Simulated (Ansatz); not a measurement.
# How far each method lies from RCCSDT(Q) for C2H6S, singlet

Geometry: MP2(full)/6-31G*, from the G2/97 set.

```xyz
9

C     1.5629    0.7481    0.0000
C     0.0486    0.8951    0.0000
S    -0.7075   -0.7626    0.0000
H    -1.9867   -0.3590    0.0000
H    -0.2764    1.4452    0.8858
H    -0.2764    1.4452   -0.8858
H     2.0351    1.7338    0.0000
H     1.9035    0.2064    0.8855
H     1.9035    0.2064   -0.8855
```

Basis 6-31G; Ansatz 0.2.0. Correlated methods freeze the noble-gas cores, which leaves 20 electrons in 36 orbitals. Prefix R: restricted or restricted open-shell reference. Active spaces: frontier = (8e, 8o) about the gap.

Full CI isn't at hand for all of this; RCCSDT(Q) serves as the reference, and is uncertain by about the last step of the cluster series.

* UHF ⟨S²⟩: 0.000
* T1 diagnostic (RCCSD): 0.0064
* largest doubles amplitude (RCCSD): 0.042

```csv
level,E − E(RCCSDT(Q)) (mEh),share of correlation (%),wall time
RHF,284.31,0.00,–
RMP2,44.80,84.24,–
CISD,33.62,88.17,1.8 s
RCCSD,6.37,97.76,–
RCCSD(T),0.85,99.70,0.7 s
BCCD(T),0.85,99.70,0.79 s
RCCSDT,0.33,99.88,–
```

The correlation energy at RCCSDT(Q), counted from RHF, is -7.736 eV. That run took 13 s on 1 thread of AMD EPYC 7R13, shared host.

Run but not shown, since their state or frozen core can't be matched to the reference's or they repeat it: CASSCF (frontier space), NEVPT2 (frontier space), MRCISD (frontier space), MRCISD+Q (frontier space).

Times hold each run's SCF and search for its determinant on a shared host, so for small cases they say little of a method's own cost; they ran on 1 thread of AMD EPYC 7R13.

Atomization energy (electronic, same basis, no zero-point term; atoms at the same level, unrestricted beside the R rows where the molecule is a closed shell, with restricted open-shell steps beyond CCSDT(Q)) at RCCSDT(Q): 2717.2 kJ/mol. Errors of other levels:

| level | error (kJ/mol) |
| --- | --- |
| RHF | -489.0 |
| RMP2 | -29.4 |
| CISD | -83.7 |
| RCCSD | -13.6 |
| RCCSD(T) | -1.3 |
| BCCD(T) | -1.2 |
| RCCSDT | -0.9 |

This basis is far from its limit, so the value isn't to be set against a measured one. Truncated CI isn't size-consistent, which counts against it in atomization.
